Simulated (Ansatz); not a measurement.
Results of PBEsol-D3(BJ) in Ansatz (PAW) for zinc-blende CuI.

Total energies, extrapolated to zero smearing (they compare only within this program, potentials and cutoff; free atoms with spin allowed, lowest state found):

```
system                    energy (eV/atom)
------------------------  ----------------
zinc-blende CuI, relaxed        -7010.9935
free Cu atom                    -6584.6991
free I atom                     -7430.7212
```

### Question
Work out the cohesive energy per atom.

### Answer
E_coh = [1 × (-6584.6991) + 1 × (-7430.7212)]/2 − (-7010.9935) = 3.28 eV/atom. The reference value is 2.67 ± 0.03 eV/atom (worked out here from tabulated enthalpies at 298 K, copied from a table, unchecked, brought to a static lattice with a Debye model, atoms in their spin–orbit ground levels; inputs from the CRC Handbook), not set against a level without spin–orbit coupling.

Spin–orbit coupling is left out; its size isn't shown.

The PAW data were made under PBE.

Ansatz is an electronic-structure program.
